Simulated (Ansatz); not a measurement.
```yaml
crystal:
  periodic: [false, false, false]
  atoms:
    - {symbol: P, position_ang: [-2.075985, -0.289108, -0.002468]}
    - {symbol: Ge, position_ang: [-0.066514, 0.285138, 0.001873]}
    - {symbol: S, position_ang: [2.073537, -0.392374, -0.002051]}
    - {symbol: H, position_ang: [2.623799, 0.817341, 0.006115]}
basis:
  gaussian: {orbitals: def2-TZVP}
hamiltonian: {xc: pbe0}
relax: {f_tol: 0.004, max_steps: 80}
```

```sh
$ ansatz run in.yaml --threads 1 --pin off --events-out ev --progress --plain --max-ram 2176MiB
```

Steps of the relaxation (energy above the last step; positions in Å, forces in eV/Å):

```
4
step 1, 186.8 meV
P    -2.076   -0.289   -0.002    1.356    0.510    0.004
Ge   -0.067    0.285    0.002   -0.588   -0.803   -0.005
S     2.074   -0.392   -0.002   -0.856   -0.158   -0.001
H     2.624    0.817    0.006    0.088    0.450    0.003
```

```
4
step 2, 96.4 meV
P    -1.990   -0.219   -0.002   -0.111    0.163    0.001
Ge   -0.018    0.218    0.001    0.153   -0.502   -0.003
S     2.079   -0.432   -0.002   -0.245    0.467    0.003
H     2.483    0.855    0.006    0.204   -0.128   -0.001
```

```
4
step 3, 41.3 meV
P    -2.025   -0.170   -0.002   -0.162    0.096    0.001
Ge   -0.036    0.106    0.001    0.142   -0.164   -0.001
S     2.081   -0.397   -0.002    0.178    0.326    0.002
H     2.536    0.882    0.007   -0.158   -0.258   -0.002
```

```
4
step 8, 0.0 meV
P    -2.002   -0.001   -0.001    0.000    0.000    0.000
Ge    0.000   -0.132   -0.001    0.001    0.000    0.000
S     2.162   -0.386   -0.002   -0.001   -0.002    0.000
H     2.395    0.940    0.007    0.000    0.002    0.000
```

Close pairs at the end: S3–H4 1.346 Å, P1–Ge2 2.006 Å, Ge2–S3 2.177 Å.

A stationary point of restricted PBE0 after 8 steps (its stability towards spin polarisation wasn't tested); no frequencies were run, so it isn't proven a minimum. 41 s on 1 thread of Intel Xeon Platinum 8488C, shared host.
